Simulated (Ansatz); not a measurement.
# Equilibrium lattice constant a of some cubic simple (sp) metals

Method: rVV10 (plane waves, PAW; Ansatz, a quantum-chemistry and plane-wave program). References are measured values corrected to a static lattice. The table is a random draw of 8 from 10 solids with such references.

Values in Å.

```json
[
 {"solid": "bcc K", "reference": "5.212¶", "rVV10": "5.138", "error (%)": "-1.42"},
 {"solid": "fcc Ca", "reference": "5.553¶", "rVV10": "5.458", "error (%)": "-1.71"},
 {"solid": "bcc Cs", "reference": "6.039¶", "rVV10": "5.852", "error (%)": "-3.10"},
 {"solid": "fcc Sr", "reference": "6.045¶", "rVV10": "5.946", "error (%)": "-1.64"},
 {"solid": "fcc Pb", "reference": "4.902¶", "rVV10": "5.063", "error (%)": "+3.28"},
 {"solid": "bcc Li", "reference": "3.449¶", "rVV10": "3.411", "error (%)": "-1.10"},
 {"solid": "bcc Ba", "reference": "4.995¶", "rVV10": "?", "error (%)": "?"},
 {"solid": "bcc Na", "reference": "4.214", "rVV10": "4.132", "error (%)": "-1.95"}
]
```

Problem. Estimate the withheld rVV10 value.

Solution. The errors of the other rows run from -3.10 % to +3.28 %, with a median of -1.64 %; carried to the reference 4.995 it gives 4.913 Å. The run gives 4.921 Å (-1.48 %), +0.16 % from the estimate; the row was drawn at random, and such an estimate is rough. Over these 8 solids the mean error is -1.14 %, the mean absolute error 1.96 % (median 1.67 %), and the worst case fcc Pb at +3.28 %; the value is below the reference in 7 of 8 cases. Over all 10, from unrounded values, the mean error is -1.08 % and the mean absolute error 1.78 % (median 1.67 %).

All these references are brought to a static lattice.

Spin–orbit coupling is left out, also for the solids with elements from indium on (bcc Cs, fcc Pb, bcc Ba); its size isn't shown.

¶ marks references of a special kind: bcc K, 5.212 Å (measured, low-temperature or extrapolated to 0 K; zero-point anharmonic expansion removed; as tabulated in Csonka et al. (2009), arXiv:0903.4037); fcc Ca, 5.553 Å (measured, low-temperature or extrapolated to 0 K; zero-point anharmonic expansion removed; as tabulated in Csonka et al. (2009), arXiv:0903.4037); bcc Cs, 6.039 Å (measured, low-temperature or extrapolated to 0 K; zero-point anharmonic expansion removed; as tabulated in Csonka et al. (2009), arXiv:0903.4037); fcc Sr, 6.045 Å (measured, low-temperature or extrapolated to 0 K; zero-point anharmonic expansion removed; as tabulated in Csonka et al. (2009), arXiv:0903.4037); fcc Pb, 4.902 Å (measured, low-temperature or extrapolated to 0 K; zero-point anharmonic expansion removed, our sources range from 4.902 to 4.912; as tabulated in Csonka et al. (2009), arXiv:0903.4037); bcc Li, 3.449 Å (measured, low-temperature or extrapolated to 0 K; zero-point anharmonic expansion removed, our sources range from 3.443 to 3.453; as tabulated in Csonka et al. (2009), arXiv:0903.4037); bcc Ba, 4.995 Å (measured, low-temperature or extrapolated to 0 K; zero-point anharmonic expansion removed, our sources range from 4.995 to 5.004; as tabulated in Csonka et al. (2009), arXiv:0903.4037).

Differences are worked out from the printed values.

Ansatz's density-functional and Hartree–Fock values are scalar-relativistic unless marked +SOC, with PAW data made under PBE.

Not in this set, of the simple (sp) metals with a reference value in our tables and a result at some level: 7 for a reference at room or unstated temperature. These can be a level's best or worst cases. Solids without a released value at any level aren't counted. Layered and molecular crystals are counted apart. The metals Ce to Yb are counted apart.

References as tabulated in Csonka et al. (2009), arXiv:0903.4037; Mejia-Rodriguez and Trickey (2018), arXiv:1807.09216.
